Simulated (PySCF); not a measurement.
**Field gradients at the hydrogen positions**

Species: C2H5NS.
Atom-mapped SMILES: `[H]/[N:1]=[CH:2]/[CH2:3][SH:4]` (hydrogens: H5 on N1; H6 on C2; H7, H8 on C3; H9 on S4)

Structure used (PBE0-D3(BJ)/def2-SVP), in Å, numbered top down from 1:
```xyz
9
C2H5NS angstrom
N      1.636    0.232    0.651
C      0.669   -0.382    0.110
C     -0.746   -0.024    0.431
S     -1.594    0.645   -1.037
H      2.528   -0.123    0.294
H      0.786   -1.180   -0.650
H     -1.325   -0.920    0.702
H     -0.773    0.687    1.269
H     -0.796    1.727   -1.173
```

Level: PBE0/pcSseg-1 (PySCF, non-relativistic); Q(2H) = 0.00286 b; rigid geometry, the same for H and D, with no vibrational averaging.

Task: Rank these positions by the coupling χzz of a deuteron there, largest first.
A. H8 (methylene hydrogen)
B. H6 (hydrogen on a C=N carbon)
C. H5 (N–H hydrogen)
D. H9 (S–H hydrogen)

Result: C (250 kHz), A (192 kHz), B (182 kHz), D (148 kHz).

Task: What are Vzz, η and χzz (234.96 MHz × Q × Vzz) at all hydrogens?

Result: 
```csv
atom,bonded to,bond length (Å),Vzz (au),η,χzz (kHz)
H5,N1,1.024,0.3722,0.02,250
H6,C2,1.108,0.2711,0.06,182
H7,C3,1.102,0.2845,0.04,191
H8,C3,1.099,0.2860,0.02,192
H9,S4,1.351,0.2200,0.19,148
```

Task: Average by the element that carries the hydrogen.

Result: on N: 250 kHz over 1 position, mean bond length 1.024 Å; on C: 189 kHz over 3 positions, mean bond length 1.103 Å; on S: 148 kHz over 1 position, mean bond length 1.351 Å.

Task: A static deuteron (I = 1) shows a doublet split by (3/2)χ, (3/4)χ(1 + η) and (3/4)χ(1 − η) with the field along z, y and x of the gradient. What are these for H5?

Result: With |χ| = 250.1 kHz and η = 0.018: 375, 191 and 184 kHz, to first order and without motion.

Geometry: PBE0-D3(BJ)/def2-SVP, one conformer, isolated molecule. With a basis this small, the couplings can be 20 % off.

The run behind these numbers computed NMR shieldings as well. Time: 5.5 s of wall time. Hardware: one thread of an Arm Neoverse V1, no GPU (shared host).
